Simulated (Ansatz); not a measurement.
**LiMo3O4: from a trial structure to a relaxed crystal**

These are results of Ansatz 0.2.0, DFT PBE, scalar-relativistic, plane waves, PAW, not measurements. Cutoff 420 eV, Γ-centred k mesh, Gaussian smearing, no spin polarisation in the final step.

The start puts LiMo3O4 on the sites of a reported VCu3S4 cell (P-43m, No. 215), with Li in place of V, Mo in place of Cu, O in place of S, at a guessed volume.

```
Li Mo O
1.0
     4.63227    0.00000    0.00000
     0.00000    4.63227    0.00000
     0.00000    0.00000    4.63227
Li Mo O
1 3 4
Direct
  0.00000 0.00000 0.00000
  0.50000 0.00000 0.00000
  0.00000 0.50000 0.00000
  0.00000 0.00000 0.50000
  0.23500 0.23500 0.23500
  0.23500 0.76500 0.76500
  0.76500 0.76500 0.23500
  0.76500 0.23500 0.76500
```

Steps on the 4×4×4 mesh (8 atoms). 12 of 13 steps are shown, and the free energy counts from the last. Trial steps that were taken back and renewals of the plane-wave basis can be among the rows.

```
step  ΔF (meV/atom) V (Å³/atom) P (GPa) largest force component (eV/Å)
   1          137.7        12.42    18.95                           0.767
   2           78.1        13.39     4.12                           0.254
   3           73.3        13.59     0.67                           0.134
   4           69.4        13.49    -0.98                           0.045
   5           66.1        13.25    -0.55                           0.062
   6           29.7        12.13     1.71                           0.314
   8           14.3        12.14    -3.38                           0.288
   9            4.0        11.27     2.66                           0.243
  10           -1.5        11.63    -0.15                           0.035
  11            0.2        11.63    -0.42                           0.035
  12           -0.2        11.57     0.14                           0.000
  13            0.0        11.57     0.12                           0.000
```

A final relaxation ran on a 8×8×8 mesh. The relaxed crystal, P-43m (No. 215):

```
Li Mo O
1.0
     4.52596    0.00000    0.00000
     0.00000    4.52596    0.00000
     0.00000    0.00000    4.52596
Li Mo O
1 3 4
Direct
  0.00000 0.00000 0.00000
  0.50000 0.00000 0.00000
  0.00000 0.50000 0.00000
  0.00000 0.00000 0.50000
  0.28358 0.28358 0.28358
  0.28358 0.71642 0.71642
  0.71642 0.71642 0.28358
  0.71642 0.28358 0.71642
```

```json
{"Volume per atom": "11.59 Å³", "Density": "6.43 g/cm³", "Energy over the elements": "-0.63 eV/atom", "Gap on the 8×8×8 mesh": "0 eV (a metal)"}
```

Formation energies are uncorrected and refer to the elements' standard structures at the same level (O₂ as a molecule).

The final run used a 8×8×8 mesh on its 8-atom cell and 0.10 eV smearing. The k mesh leaves about 4 meV/atom of noise in metals.

Symmetry constrained the relaxation, so the result can be a saddle point.

Cost: 3 runs of about 3 core-minutes in all, on Arm Neoverse V2 (shared hosts).